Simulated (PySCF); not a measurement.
**How methods differ on the ionisation energy of Cl**

Cl [Ne] 3s2 3p5 (2P) → Cl⁺ [Ne] 3s2 3p4 (3P), as a difference of total energies. All numbers are calculated (PySCF 2.14, scalar relativity by spin-free X2C-1e, in x2c-QZVPPall (9s6p4d2f1g, 70 functions)). Correlated levels: valence: [Ne] frozen. The calculations carry no spin-orbit coupling.

| method | ionisation energy (eV) |
| --- | --- |
| UHF | 11.746 |
| MP2 (valence) | 12.829 |
| SCS-MP2 (valence) | 12.844 |
| CCSD (valence) | 12.802 |
| CCSD(T) (valence) | 12.855 |

Q: How much does correlation contribute at CCSD(T) (valence)?

A: 12.855 − (11.746) = 1.109 eV, measured against UHF.

Errors of the correlated levels include the incompleteness of this basis and the frozen core.

For comparison: 12.974 eV (measured; NIST levels, between the centres of gravity of the two terms).
